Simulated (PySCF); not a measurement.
**PBE/STO-6G run of SiH2F2 (SiF2H2)**

What is the vertical ionisation energy of SiH2F2 (SiF2H2) at PBE/STO-6G? Input form: a Python script.

The results are computed with PySCF 2.14.0.

5 further runs of the same task are left out: 5 set aside as unsound or not needed.

## (1) The molecule

The species is SiH2F2 (5 atoms), meant as a singlet with charge 0. SMILES: `[H][Si]([H])(F)F`. The coordinates come from a GFN2-xTB relaxation.

Bond lengths: Si1–F2 1.594 Å, Si1–F3 1.594 Å, Si1–H4 1.442 Å, Si1–H5 1.443 Å. Angles: F2–Si1–F3 103.0°, F2–Si1–H4 107.9°, F2–Si1–H5 107.9°, F3–Si1–H4 107.9°, F3–Si1–H5 108.0°, H4–Si1–H5 120.8°.

## (2) The energy at PBE/STO-6G

File calc.py:

```python
from pyscf import gto, dft

molecule = gto.Mole()
molecule.atom = '''
Si    -0.091360     0.000560    -0.064290
F      0.009240    -0.018840     1.526500
F      1.436020     0.010630    -0.519740
H     -0.680140     1.257800    -0.455540
H     -0.673740    -1.250150    -0.486920
'''
molecule.verbose = 4
molecule.max_memory = 1860
molecule.basis = 'sto-6g'
molecule.spin = 0
molecule.build()

mf = dft.RKS(molecule)
mf.xc = 'pbe'
mf.conv_tol = 1e-10
mf.grids.level = 5
mf.kernel()
if not mf.converged:
    mf = mf.newton().run(mf.mo_coeff, mf.mo_occ)

etot = mf.e_tot
print('E(%s) = %.9f' % ('PBE', etot))
```

The run is started by

```
$ OMP_NUM_THREADS=1 python calc.py
```

Output:

```text
PySCF version 2.14.0

[INPUT] num. atoms = 5
[INPUT] num. electrons = 34
[INPUT] charge = 0
[INPUT] spin (= nelec alpha-beta = 2S) = 0
[INPUT] symmetry False subgroup None
[INPUT] Mole.unit = angstrom
[INPUT] Symbol           X                Y                Z      unit          X                Y                Z       unit  Magmom
[INPUT]  1 Si    -0.091360000000   0.000560000000  -0.064290000000 AA   -0.172645378740   0.001058246630  -0.121490492548 Bohr   0.0
[INPUT]  2 F      0.009240000000  -0.018840000000   1.526500000000 AA    0.017461069391  -0.035602440187   2.884666929149 Bohr   0.0
[INPUT]  3 F      1.436020000000   0.010630000000  -0.519740000000 AA    2.713684509398   0.020087788704  -0.982166255981 Bohr   0.0
[INPUT]  4 H     -0.680140000000   1.257800000000  -0.455540000000 AA   -1.285278326362   2.376897519478  -0.860845838784 Bohr   0.0
[INPUT]  5 H     -0.673740000000  -1.250150000000  -0.486920000000 AA   -1.273184079164  -2.362441114625  -0.920145444573 Bohr   0.0

nuclear repulsion = 119.076698522689
number of shells = 13
number of NR pGTOs = 126
number of NR cGTOs = 21
basis = sto-6g
ecp = {}

******** <class 'pyscf.dft.rks.RKS'> ********
method = RKS
initial guess = minao
damping factor = 0
level_shift factor = 0
DIIS = <class 'pyscf.scf.diis.CDIIS'>
diis_start_cycle = 1
diis_space = 8
diis_damp = 0
SCF conv_tol = 1e-10
SCF conv_tol_grad = None
SCF max_cycles = 50
direct_scf = True
direct_scf_tol = 1e-13
XC library pyscf.dft.libxc version 7.0.0
    S. Lehtola, C. Steigemann, M. J.T. Oliveira, and M. A.L. Marques.,  SoftwareX 7, 1–5 (2018)
XC functionals = pbe
    J. P. Perdew, K. Burke, and M. Ernzerhof.,  Phys. Rev. Lett. 77, 3865 (1996)
    J. P. Perdew, K. Burke, and M. Ernzerhof.,  Phys. Rev. Lett. 78, 1396 (1997)
    J. P. Perdew, K. Burke, and M. Ernzerhof.,  Phys. Rev. Lett. 77, 3865 (1996)
    J. P. Perdew, K. Burke, and M. Ernzerhof.,  Phys. Rev. Lett. 78, 1396 (1997)
radial grids:
    Treutler-Ahlrichs [JCP 102, 346 (1995); DOI:10.1063/1.469408] (M4) radial grids

becke partition: Becke, JCP 88, 2547 (1988); DOI:10.1063/1.454033
pruning grids: <function nwchem_prune>
grids dens level: 5
symmetrized grids: False
atomic radii adjust function: <function treutler_atomic_radii_adjust>
small_rho_cutoff = 0
Set gradient conv threshold to 1e-05
Initial guess from minao.
tot grids = 178392
init E= -488.073749642903
  HOMO = -0.350467741451246  LUMO = 0.110128156048925  gap/eV = 12.53345
cycle= 1 E= -487.797491628163  delta_E= 0.276  |g|= 0.568  |ddm|= 2.48
  HOMO = 0.026973276349603  LUMO = 0.18756083011541  gap/eV = 4.36981
cycle= 2 E= -487.525328431271  delta_E= 0.272  |g|= 1.14  |ddm|=  2.8
  HOMO = -0.115708223830937  LUMO = 0.243261722802534  gap/eV = 9.76807
cycle= 3 E= -487.941889710847  delta_E= -0.417  |g|= 0.0697  |ddm|= 1.79
  HOMO = -0.112081169288781  LUMO = 0.238782839039593  gap/eV = 9.54750
cycle= 4 E= -487.943471768289  delta_E= -0.00158  |g|= 0.0231  |ddm|= 0.143
  HOMO = -0.117831385952941  LUMO = 0.239267884874258  gap/eV = 9.71717
cycle= 5 E= -487.943714175875  delta_E= -0.000242  |g|= 0.00221  |ddm|= 0.0465
  HOMO = -0.118203524617052  LUMO = 0.239434046193567  gap/eV = 9.73181
cycle= 6 E= -487.943716171433  delta_E= -2e-06  |g|= 0.000179  |ddm|= 0.00387
  HOMO = -0.118201799901356  LUMO = 0.239435574704155  gap/eV = 9.73181
cycle= 7 E= -487.943716178681  delta_E= -7.25e-09  |g|= 0.000117  |ddm|= 0.000438
  HOMO = -0.118218363827464  LUMO = 0.239436631550895  gap/eV = 9.73229
cycle= 8 E= -487.943716184089  delta_E= -5.41e-09  |g|= 1.73e-06  |ddm|= 0.000202
  HOMO = -0.118218553667067  LUMO = 0.239436675782376  gap/eV = 9.73229
cycle= 9 E= -487.94371618409  delta_E= -1.48e-12  |g|= 4.83e-07  |ddm|= 4.45e-06
  HOMO = -0.118218585185477  LUMO = 0.239436698066128  gap/eV = 9.73230
Extra cycle  E= -487.943716184091  delta_E= -7.96e-13  |g|= 3.81e-07  |ddm|= 2.22e-06
converged SCF energy = -487.943716184091
E(PBE) = -487.943716184
```

It took 6 s on 1 thread of Intel Xeon Platinum 8488C (Sapphire Rapids), shared host; peak memory 0.21 GiB.

## (3) The doublet cation, same level

File run.py:

```python
from pyscf import gto, dft

mol = gto.M(
    atom='''
Si      -0.091360       0.000560      -0.064290
F        0.009240      -0.018840       1.526500
F        1.436020       0.010630      -0.519740
H       -0.680140       1.257800      -0.455540
H       -0.673740      -1.250150      -0.486920
''',
    max_memory=1860,
    basis='sto-6g',
    verbose=3,
    charge=1,
    spin=1,
)

myscf = dft.UKS(mol)
myscf.xc = 'pbe'
myscf.grids.level = 5
myscf.conv_tol = 1e-10
myscf.kernel()
if not myscf.converged:
    myscf = myscf.newton().run(myscf.mo_coeff, myscf.mo_occ)

e_final = myscf.e_tot
print('E = %.10f Eh' % e_final)
```

The run is started by

```
$ OMP_NUM_THREADS=1 python run.py
```

Output:

```text
WARN: HOMO -0.439060174828347 >= LUMO -0.438112658098795

converged SCF energy = -487.642929858551  <S^2> = 0.75206722  2S+1 = 2.0020662
E = -487.6429298586 Eh
```

It took 7.5 s on 1 thread of Intel Xeon Platinum 8488C (Sapphire Rapids), shared host; peak memory 0.21 GiB.

## (4) Outcome

Level: PBE/STO-6G.

| quantity | value |
| --- | --- |
| singlet SiH2F2: total energy | -487.94372 Eh |
| singlet SiH2F2: dipole moment | 0.99 D |
| singlet SiH2F2: HOMO energy | -3.22 eV |
| singlet SiH2F2: LUMO energy | 6.52 eV |
| singlet SiH2F2: HOMO–LUMO gap | 9.73 eV |
| doublet cation: total energy | -487.64293 Eh |
| doublet cation: HOMO energy (highest over α and β) | -13.56 eV |
| doublet cation: LUMO energy (lowest over α and β) | -13.02 eV |
| doublet cation: ⟨S²⟩ | 0.752 |
| vertical ionisation energy (to the doublet cation) | 8.185 eV |

**Reading.** Removing an electron at fixed nuclei costs 8.18 eV (189 kcal/mol). −ε(HOMO) before ionisation, 3.22 eV, is 4.97 eV below this ionisation energy. In a minimal basis such a difference can be off by several eV, whatever the method. Mulliken charges (singlet SiH2F2) run from -0.25 on F2 to +0.78 on Si1; they depend strongly on the basis. Mulliken charges (doublet cation) run from -0.02 on F3 to +0.93 on Si1; they depend strongly on the basis.
